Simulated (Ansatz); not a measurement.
# BSiH (singlet): from Hartree-Fock to the top rungs at scale of all distances = 1.133, 6-31G

One table from this session's results is given with a row withheld; the runs are named, their logs left out.

Computed with Ansatz 0.2.0, Gaussian basis. Level: 6-31G, core rule «outside noble gas», up to 6 orbitals frozen.

The runs, in order: UHF; CCSD(T) on RHF; CCSD(T) on UHF; BCCD(T) on RHF; CISD; CCSDT(Q) on RHF; CCSDT(Q) on UHF; CISDTQ; CCSDTQ on RHF; CCSDTQ on UHF; CASSCF and MRCISD+Q, 2 electrons in 2 orbitals; CASSCF and NEVPT2, 2 electrons in 2 orbitals; CASSCF and MRCISD+Q, 8 electrons in 9 orbitals; CASSCF and NEVPT2, 8 electrons in 9 orbitals; Full CI.

21 further runs of the same task are left out: 18 that didn't finish, 3 set aside as unsound or not needed.

## The system

The geometry derives from a PBE0/def2-TZVP stationary point (not a proven minimum). All distances are scaled together.

3 atoms, charge 0, spin multiplicity 1.

Atoms are counted from 1 here; the program's logs count them from 0.

Bond lengths: Si1–B2 2.147 Å, B2–H3 1.344 Å. Angles: Si1–B2–H3 180.0°.

The first run:

in.yaml

```yaml
crystal:
  periodic: [false, false, false]
  atoms:
    - {symbol: Si, position_ang: [0.000000, 0.000000, 1.879368]}
    - {symbol: B, position_ang: [0.000000, 0.000000, -0.267834]}
    - {symbol: H, position_ang: [0.000000, 0.000000, -1.611534]}
basis:
  gaussian: {orbitals: 6-31G}
magnetization: {spin_polarized: true, initial_magnetization: 0}
hamiltonian: {xc: hf}
output: {orbitals: {seedname: orbitals}}
```

On the command line:

```sh
> ansatz run in.yaml --threads 1 --pin off --events-out ev --progress --plain --max-ram 2393MiB
```

Among the steps run: UHF; CCSD(T) on RHF; CCSD(T) on UHF; BCCD(T) on RHF; CISD; CCSDT(Q) on RHF; CCSDT(Q) on UHF; CISDTQ; CCSDTQ on RHF; CCSDTQ on UHF; CASSCF and MRCISD+Q, 2 electrons in 2 orbitals; CASSCF and NEVPT2, 2 electrons in 2 orbitals; CASSCF and MRCISD+Q, 8 electrons in 9 orbitals; CASSCF and NEVPT2, 8 electrons in 9 orbitals; Full CI.

One of the session's tables, all rows but one given; the rest of the session is left out.

It belongs to the step «Misses and costs». 

```
          method  from FCI (meV)
             RHF         +3645.4
            RMP2               ?
            CISD          +503.8
           RCCSD          +236.4
        RCCSD(T)          +109.0
         BCCD(T)          +114.1
          RCCSDT           +63.9
          CISDTQ           +57.9
       RCCSDT(Q)           +26.2
         RCCSDTQ            +3.9
  CASSCF valence          +785.7
  NEVPT2 valence          +225.0
  MRCISD valence           +19.9
MRCISD+Q valence            +3.0
             FCI               0
```

Q: Estimate the row for RMP2 from the others.

**Answer.** from FCI (meV): +1077.8. In the column «from FCI (meV)» it lies between CASSCF valence (+785.7) and RHF (+3645.4).

Left out of the table: CASSCF pair, NEVPT2 pair, MRCISD pair, MRCISD+Q pair (the active space lost an orbital or holds another state than full CI finds).

To keep in mind: The report flags that the cluster equations may have other roots. Left out of the table: UHF, UMP2, UCCSD, UCCSD(T), UCCSDT, UCCSDT(Q), UCCSDTQ (another determinant or state than the rows shown). The program flags RCCSDTQ as in doubt, so those rows may rest on another solution; read them beside their warnings.
